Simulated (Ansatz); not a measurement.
Results of B3LYP (VWN-RPA form) (plane waves, PAW; Ansatz, a program for electronic structure) for zinc-blende GaAs.

Total energies, extrapolated to zero smearing (they compare only within this program, potentials and cutoff; free atoms with spin allowed, lowest state found):

```json
[
 {"system": "zinc-blende GaAs, relaxed", "energy (eV/atom)": "-4329.1196"},
 {"system": "free Ga atom", "energy (eV/atom)": "-3789.4931"},
 {"system": "free As atom", "energy (eV/atom)": "-4863.1224"}
]
```

Q: Work out the cohesive energy per atom.

A: E_coh = [1 × (-3789.4931) + 1 × (-4863.1224)]/2 − (-4329.1196) = 2.81 eV/atom. The reference value is 3.34 eV/atom (measured, static lattice: zero-point vibration energy added, our sources range from 3.34 to 3.39; as tabulated in Mejia-Rodriguez and Trickey (2018), arXiv:1807.09216), a difference of -0.53 eV/atom.

The PAW data were made under PBE.
